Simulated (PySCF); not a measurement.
Species: methallyl cyanide, C5H7N.
Bonds: C1–C2 (double), C2–C3, C2–C4, C4–C5, C5–N6 (triple). Hydrogens: H7, H8 on C1; H9, H10, H11 on C3; H12, H13 on C4.

The same species was optimised twice, with GFN2-xTB and with PBE0-D3(BJ)/def2-SVP (PySCF), and the same property calculations (PySCF, gas phase) were run on both structures.

| coordinate | GFN2-xTB | PBE0-D3(BJ)/def2-SVP | change |
| --- | --- | --- | --- |
| C4–C5 (Å) | 1.442 | 1.461 | +0.019 |
| C5≡N6 (Å) | 1.143 | 1.157 | +0.014 |
| C1=C2 (Å) | 1.322 | 1.336 | +0.014 |
| C2–C4 (Å) | 1.513 | 1.515 | +0.002 |
| C2–C3 (Å) | 1.496 | 1.497 | +0.001 |
| C2–C4–C5 (°) | 110.0 | 112.7 | +2.7 |
| C3–C2–C4 (°) | 114.9 | 116.0 | +1.1 |
| C1–C2–C4 (°) | 121.5 | 120.4 | -1.1 |
| C4–C5–N6 (°) | 178.9 | 178.7 | -0.2 |
| C1–C2–C3 (°) | 123.6 | 123.6 | 0.0 |
| C1–C2–C4–C5 (°) | 113 | 121 | +8 |

Rotational constants: A = 6605, B = 2423, C = 2082 MHz (GFN2-xTB) against A = 6791, B = 2339, C = 1979 MHz (PBE0-D3(BJ)/def2-SVP). Point groups within 0.08 Å: C1 and C1.

On the GFN2-xTB structure: lowest triplet, Tamm–Dancoff (eV) 4.49 [B3LYP/def2-SVPD]; isotropic polarisability (au) 63.6 [B3LYP/def2-SVPD]; HOMO (eV) -7.68 [B3LYP/def2-SVPD]; LUMO (eV) -0.53 [B3LYP/def2-SVPD]; dipole (D) 3.82 [B3LYP/def2-SVPD]; HOMO (eV) -7.88 [PBE0/pcSseg-1]; LUMO (eV) -0.18 [PBE0/pcSseg-1]; dipole (D) 3.78 [PBE0/pcSseg-1]; GIAO shielding of C1 (ppm) 64.3 [PBE0/pcSseg-1]; GIAO shielding of C2 (ppm) 40.8 [PBE0/pcSseg-1]; GIAO shielding of C3 (ppm) 162.3 [PBE0/pcSseg-1]; GIAO shielding of C4 (ppm) 159.2 [PBE0/pcSseg-1]; GIAO shielding of C5 (ppm) 65.0 [PBE0/pcSseg-1]; GIAO shielding of N6 (ppm) -32.7 [PBE0/pcSseg-1].

Task: What do these properties become on the PBE0-D3(BJ)/def2-SVP structure?

Result: 
| property | level | on GFN2-xTB | on PBE0-D3(BJ)/def2-SVP | change |
| --- | --- | --- | --- | --- |
| lowest triplet, Tamm–Dancoff (eV) | B3LYP/def2-SVPD | 4.49 | 4.35 | -0.14 |
| isotropic polarisability (au) | B3LYP/def2-SVPD | 63.6 | 65.0 | +1.4 |
| HOMO (eV) | B3LYP/def2-SVPD | -7.68 | -7.64 | +0.04 |
| LUMO (eV) | B3LYP/def2-SVPD | -0.53 | -0.60 | -0.07 |
| dipole (D) | B3LYP/def2-SVPD | 3.82 | 3.83 | +0.01 |
| energy, GFN2-xTB geometry as zero (kcal/mol) | B3LYP/def2-SVPD | 0.0 | -1.6 | -1.6 |
| HOMO (eV) | PBE0/pcSseg-1 | -7.88 | -7.84 | +0.04 |
| LUMO (eV) | PBE0/pcSseg-1 | -0.18 | -0.26 | -0.08 |
| dipole (D) | PBE0/pcSseg-1 | 3.78 | 3.79 | +0.01 |
| energy, GFN2-xTB geometry as zero (kcal/mol) | PBE0/pcSseg-1 | 0.0 | -0.7 | -0.7 |
| GIAO shielding of C1 (ppm) | PBE0/pcSseg-1 | 64.3 | 60.1 | -4.2 |
| GIAO shielding of C2 (ppm) | PBE0/pcSseg-1 | 40.8 | 38.8 | -2.0 |
| GIAO shielding of C3 (ppm) | PBE0/pcSseg-1 | 162.3 | 161.0 | -1.3 |
| GIAO shielding of C4 (ppm) | PBE0/pcSseg-1 | 159.2 | 156.1 | -3.1 |
| GIAO shielding of C5 (ppm) | PBE0/pcSseg-1 | 65.0 | 62.5 | -2.5 |
| GIAO shielding of N6 (ppm) | PBE0/pcSseg-1 | -32.7 | -41.1 | -8.4 |

The heavy atoms differ by 0.077 Å rms after alignment. Among bonds between heavy atoms C4–C5 changes most (+0.019 Å). Changes are differences of the printed values. Neither structure is proved a minimum here.

The values belong to the conformer `[CH2:1]=[C:2]([CH3:3])[CH2:4][C:5]#[N:6]`: C1–C2–C4–C5 121°.
